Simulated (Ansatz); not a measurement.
# One shape, several levels: singlet CF+

We compute a comparison of 6 runs (BHLYP/STO-3G, HSE06/STO-3G, r2SCAN0/STO-3G, revPBE/STO-3G, CCSDT(Q)/STO-3G, FCI/STO-3G) of singlet CF+. 

Program for the calculation: Ansatz 0.2.0.

44 further runs of the same task are left out: 9 that didn't finish, 35 set aside as unsound or not needed.

### Step 1. The system as given

The species is CF+ (2 atoms), meant as a singlet with charge +1. As SMILES of the parent species, `[C]F`. Geometry: relaxed at PBE0-D4/def2-TZVP. That shape belongs to the parent species and isn't relaxed for this state.

Bond lengths: C1–F2 1.268 Å.

### Step 2. The energy at BHLYP/STO-3G (run 1)

Contents of run.yaml:

```yaml
basis:
  gaussian:
    orbitals: STO-3G
crystal:
  periodic: [false, false, false]
  atoms:
    - {symbol: C, position_ang: [-0.000000, 0.000000, 0.003080]}
    - {symbol: F, position_ang: [0.000000, -0.000000, 1.271320]}
total_charge: 1
hamiltonian:
  xc: {name: BHLYP}
magnetization:
  spin_polarized: false
  initial_magnetization: 0
accuracy: high
```

The run is started by

```bash
ansatz run run.yaml --threads 1 --pin off --max-ram 3480MiB --events-out events.jsonl --progress --plain --runs-dir runs
```

The program printed:

```text
Warning: RAYON_NUM_THREADS=1 ignored (pool sized by the plan → 1); use --threads N
Functional definition: BHLYP
  name "BHLYP"
  parameter a = 0.5
  exchange = (1 - a)*b88_x + a*exact_x
  correlation = lyp_c
149 factors; integrals over basis functions are off by at most 3.2e-8 eV
mean field evaluation 1: about -3683.6671 eV, gradient 3.5e1 eV
mean field evaluation 2: about -3663.1557 eV, gradient 1.1e2 eV
mean field evaluation 4: about -3688.2189 eV, gradient 2.1e-1 eV
mean field evaluation 8: about -3688.2147 eV, gradient 1.2e-2 eV
mean field evaluation 16: about -3688.2147 eV, gradient 6.0e-9 eV
mean field -3688.21474721 eV, -135.5393919981 hartree, gradient 7.6e-9 eV, S^2 0.000000; 0 other end points of the search recorded, 0 dependent functions left out
reference -3688.21475686 eV, -135.5393923529 hartree; 7, 7 occupied and 3, 3 virtual orbitals, 149 factors
Total energy: -3688.21475686 eV, -135.5393923529 hartree
```

Wall time 0.32 s (1 thread of Arm Neoverse V1, shared host).

### Step 3. The energy at HSE06/STO-3G (run 2)

Contents of in.yaml:

```yaml
crystal:
  periodic: [false, false, false]
  atoms:
    - {symbol: C, position_ang: [-0.000000, 0.000000, 0.003080]}
    - {symbol: F, position_ang: [0.000000, -0.000000, 1.271320]}
basis:
  gaussian: {orbitals: STO-3G}
total_charge: 1
hamiltonian: {xc: {name: HSE06}}
accuracy: high
```

The run is started by

```bash
ansatz run in.yaml --threads 1 --pin off --max-ram 3480MiB --events-out events.jsonl --progress --plain --runs-dir runs
```

The program printed:

```text
Warning: RAYON_NUM_THREADS=1 ignored (pool sized by the plan → 1); use --threads N
Functional definition: HSE06
  name "HSE06"
  parameter a = 0.25
  parameter omega = 0.11/bohr
  exchange = pbe_x - a*pbe_x_sr(omega) + a*exact_x_sr(omega)
  correlation = pbe_c
149 factors; integrals over basis functions are off by at most 3.2e-8 eV
32 factors; integrals over basis functions are off by at most 4.4e-10 eV
mean field evaluation 1: about -3681.8556 eV, gradient 3.4e1 eV
mean field evaluation 2: about -3622.0012 eV, gradient 1.7e2 eV
mean field evaluation 4: about -3686.0908 eV, gradient 1.4e0 eV
mean field evaluation 8: about -3686.0760 eV, gradient 1.1e-2 eV
mean field evaluation 16: about -3686.0760 eV, gradient 2.7e-8 eV
mean field -3686.07601613 eV, -135.4607950807 hartree, gradient 2.4e-8 eV, S^2 0.000000; 0 other end points of the search recorded, 0 dependent functions left out
reference -3686.07601693 eV, -135.4607951101 hartree; 7, 7 occupied and 3, 3 virtual orbitals, 149 factors
Total energy: -3686.07601693 eV, -135.4607951101 hartree
```

It took 0.48 s on 1 thread of Arm Neoverse V1, shared host.

Runs 3 to 5 aren't shown in full; the table further down has their settings and results.

### Step 4. A single-point energy at FCI/STO-3G (run 6)

in.yaml, as its differences from that of step 3:

```diff
@@ -8,3 +8,3 @@
 total_charge: 1
-hamiltonian: {xc: {name: HSE06}}
+correlation: {method: fci, frozen_orbitals: {C: 1, F: 1}}
 accuracy: high
```

The run is started by

```bash
ansatz run in.yaml --threads 1 --pin off --max-ram 3480MiB --events-out events.jsonl --progress --plain --runs-dir runs
```

The program printed:

```text
Warning: RAYON_NUM_THREADS=1 ignored (pool sized by the plan → 1); use --threads N
Functional definition: HF
  name "HF"
  exchange = exact_x
  correlation = 0
149 factors; integrals over basis functions are off by at most 3.2e-8 eV
mean field evaluation 1: about -3669.9778 eV, gradient 3.4e1 eV
mean field evaluation 2: about -3670.0171 eV, gradient 3.4e1 eV
mean field evaluation 4: about -3674.4381 eV, gradient 1.5e0 eV
mean field evaluation 8: about -3674.4505 eV, gradient 9.9e-2 eV
mean field -3674.45051465 eV, -135.0335657815 hartree, gradient 2.0e-8 eV, S^2 0.000000; 0 other end points of the search recorded, 0 dependent functions left out
2 core orbitals not correlated: weight in the atoms' cores, before any rotation towards them, 1.000 or more for the frozen orbitals, at most 0.000 for the correlated occupied ones
reference -3674.45051465 eV, -135.0335657815 hartree; 5, 5 occupied and 3, 3 virtual orbitals, 149 factors
state -3678.04762241 eV, -135.1657570535 hartree
Total energy: -3678.04762241 eV, -135.1657570535 hartree
```

It took 0.14 s on 1 thread of Arm Neoverse V1, shared host.

### Step 5. The series

| run | level | frozen core orbitals | energy (Eh) | wall time |
| --- | --- | --- | --- | --- |
| 1 | BHLYP/STO-3G | – | -135.539392 | 0.32 s |
| 2 | HSE06/STO-3G | – | -135.460795 | 0.48 s |
| 3 | r2SCAN0/STO-3G | – | -135.532485 | 0.95 s |
| 4 | revPBE/STO-3G | – | -135.574661 | 0.32 s |
| 5 | CCSDT(Q)/STO-3G | 2 | -135.166587 | 0.36 s |
| 6 | FCI/STO-3G | 2 | -135.165757 | 0.14 s |

### Step 6. Results

| quantity | value |
| --- | --- |
| run 6: total energy | -135.16576 Eh |
| run 6: correlation energy (2 core orbitals frozen) | -132.2 mEh |

**Reading.** Against full CI in this basis: CCSDT(Q) -0.8 mEh. Totals of different functionals can't be ranked against each other. In runs 1, 2, 3, 4, 5, 6 the basis is minimal, so the values are rough. All runs together took 2.6 s, the longest 0.95 s.
